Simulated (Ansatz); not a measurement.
**CH4ClSi+ (SMILES [SiH2+]CCl): a rigid scan of the bond length C2–Cl3**

Aim: the energy along the bond length C2–Cl3, from CCSD(T) and from cheaper methods, relative to the minimum. All other internal coordinates keep their values.

The runs use Ansatz 0.2.0, Gaussian basis; single points in def2-TZVPP.

Levels: PBE-D4, r2SCAN-D4, PBE0-D4, B3LYP-D4, wB97M-V, Hartree-Fock, MP2, CCSD, CCSD(T). The scan takes 1.581, 1.616, 1.668, 1.728, 1.795, 1.867, 1.943, 2.024, 2.108 Å.

Cores are frozen in the correlated methods. B3LYP uses VWN-RPA correlation.

## 1. Where the work starts

The minimum, relaxed at PBE0-D4: SMILES `[SiH2+]CCl`, 7 atoms, charge 1, spin multiplicity 1.

Atoms are counted from 1 here; the program's logs count them from 0.

Bond lengths: Si1–C2 1.831 Å, Si1–H4 1.473 Å, Si1–H5 1.477 Å, C2–Cl3 1.757 Å, C2–H6 1.100 Å, C2–H7 1.100 Å. Angles: C2–Si1–H4 120.3°, C2–Si1–H5 120.4°, H4–Si1–H5 119.2°, Si1–C2–Cl3 110.7°, Si1–C2–H6 109.1°, Si1–C2–H7 109.1°, Cl3–C2–H6 111.0°, Cl3–C2–H7 111.0°, H6–C2–H7 105.6°.

Geometry (Å):

```xyz
7

Si   -0.7469    0.2980   -0.6405
C     0.6152   -0.1042    0.5158
Cl    0.7306   -1.8396    0.7616
H    -1.5832   -0.7745   -1.2057
H    -1.0185    1.7000   -1.0184
H     0.4458    0.4188    1.4686
H     1.5571    0.3015    0.1186
```

Energies of the minimum (eV), from earlier single points: PBE-D4 -21483.58399, r2SCAN-D4 -21491.90329, PBE0-D4 -21485.51262, B3LYP-D4 -21495.51489, wB97M-V -21492.34823, CCSD(T) -21466.34364.

At the minimum the bond length C2–Cl3 is 1.757 Å.

## 2. C2–Cl3 = 1.581 Å

Input file ccsdt-tzvpp/in.yaml:

```yaml
crystal:
  periodic: [false, false, false]
  atoms:
    - {symbol: Si, position_ang: [-0.746914, 0.298025, -0.640538]}
    - {symbol: C, position_ang: [0.615198, -0.104184, 0.515844]}
    - {symbol: Cl, position_ang: [0.719053, -1.666181, 0.737069]}
    - {symbol: H, position_ang: [-1.583244, -0.774475, -1.205738]}
    - {symbol: H, position_ang: [-1.018541, 1.699971, -1.018440]}
    - {symbol: H, position_ang: [0.445785, 0.418780, 1.468618]}
    - {symbol: H, position_ang: [1.557133, 0.301500, 0.118622]}
basis:
  gaussian: {orbitals: def2-TZVPP}
total_charge: 1
correlation: {method: ccsd_t}
```

No record of the launch command was kept for these runs.

The runs that follow: C2–Cl3 = 1.616 Å; C2–Cl3 = 1.668 Å; C2–Cl3 = 1.728 Å; C2–Cl3 = 1.795 Å; C2–Cl3 = 1.867 Å; C2–Cl3 = 1.943 Å; C2–Cl3 = 2.024 Å; C2–Cl3 = 2.108 Å.

Q: Predict the outcome of this session. Wanted: highest point, CCSD(T); lowest point, CCSD(T); minimum along the scan, CCSD(T); RMS deviation from CCSD(T); largest T1 diagnostic.

As calculated:

| quantity | value |
| --- | --- |
| highest point, CCSD(T) | 0.795 eV at 2.108 Å |
| lowest point, CCSD(T) | 0.000 eV at 1.757 Å |
| minimum along the scan, CCSD(T) | 1.771 Å |
| curvature there | 23.6 eV/Å² |
| RMS deviation from CCSD(T) | PBE-D4 0.019, r2SCAN-D4 0.021, PBE0-D4 0.066, B3LYP-D4 0.018, wB97M-V 0.044, Hartree-Fock 0.076, MP2 0.055, CCSD 0.025 eV |
| largest T1 diagnostic | 0.012 |

A polynomial through the near points puts the CCSD(T) minimum 0.014 Å above the PBE0-D4 value. The well is lopsided: squeezing costs more than stretching by the same length. Curvature against CCSD(T): PBE-D4 -5 %, Hartree-Fock +13 %. The curve of B3LYP-D4 lies nearest to CCSD(T), that of Hartree-Fock farthest.
